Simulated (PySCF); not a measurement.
Spectrum to structure. Method used: PySCF 2.14.0, density-fitted response routines, TDDFT B3LYP/def2-SVPD, vertical, gas phase, core orbitals frozen in the response. Geometries: PBE0-D3(BJ)/def2-SVP, one conformer each. Ions are computed without counter-ions or solvent.

```json
{"state": "S1", "E (eV)": "6.46", "f": "0.0010", "main configurations (H = HOMO, L = LUMO)": "H-1→L (52%), H-2→L (24%), H-2→L+1 (10%)"}
{"state": "S2", "E (eV)": "6.52", "f": "0.0002", "main configurations (H = HOMO, L = LUMO)": "H-2→L+1 (46%), H-1→L+1 (29%), H-2→L (18%)"}
{"state": "S3", "E (eV)": "6.72", "f": "0.0022", "main configurations (H = HOMO, L = LUMO)": "H-2→L (42%), H-1→L (24%), H-1→L+1 (14%)"}
{"state": "S4", "E (eV)": "6.73", "f": "0.017", "main configurations (H = HOMO, L = LUMO)": "H→L (89%)"}
{"state": "S5", "E (eV)": "6.87", "f": "0.081", "main configurations (H = HOMO, L = LUMO)": "H→L+1 (99%)"}
{"state": "S6", "E (eV)": "6.92", "f": "0.0007", "main configurations (H = HOMO, L = LUMO)": "H-1→L+1 (45%), H-2→L+1 (40%)"}
```

Task: Which structure fits? All have the formula [C6H9]+.
A. `C[C@H]1[CH+]C=CC1`
B. `CC(C)[c+]1cc1`
C. `CCc1c[c+]1C`

Result: C. Its S1, at 6.46 eV, is the highest among the candidates; the nearest of the others has S1 at 6.00 eV. S1 is HOMO-1→LUMO (52%), HOMO-2→LUMO (24%), HOMO-2→LUMO+1 (10%). Löwdin shares by element: HOMO carbon 49% or more, hydrogen 25% or more (atoms not listed hold the other 26%); LUMO carbon 84% or more, hydrogen 7% or more. At the same level the other candidates give, for their lowest levels:
- `CC(C)[c+]1cc1`: 6.00 eV (f 0.001); 6.01 eV (f 0.000); 6.11 eV (f 0.004); 6.30 eV (f 0.043); 6.39 eV (f 0.001); HOMO -14.03, LUMO -7.20 eV
- `C[C@H]1[CH+]C=CC1`: 4.58 eV (f 0.013); 4.74 eV (f 0.010); 5.09 eV (f 0.139); 5.79 eV (f 0.083); 6.00 eV (f 0.001); HOMO -14.02, LUMO -8.82 eV

Conformer computed: `[CH3:1][CH2:2][c:3]1[cH:4][c+:5]1[CH3:6]`: C1–C2–C3–C4 0°.
